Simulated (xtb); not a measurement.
xtb input:

```bash
xtb mol.xyz --gfn 2 --ohess tight --chrg -1 --uhf 0
```
mol.xyz:
```
4

C     -0.25590707     0.00999861     0.29615513
Cl    -0.21113582     1.47227339    -0.60583541
Cl    -0.25106183    -1.49825559    -0.62686559
H      0.64469427     0.02546709     0.94334089
```

**Question.** Predict the final energy.

**Answer.** -11.91783 Eh (GFN2-xTB).

It need not be the lowest isomer of its formula. Whether it binds its extra electron was not tested at this geometry.
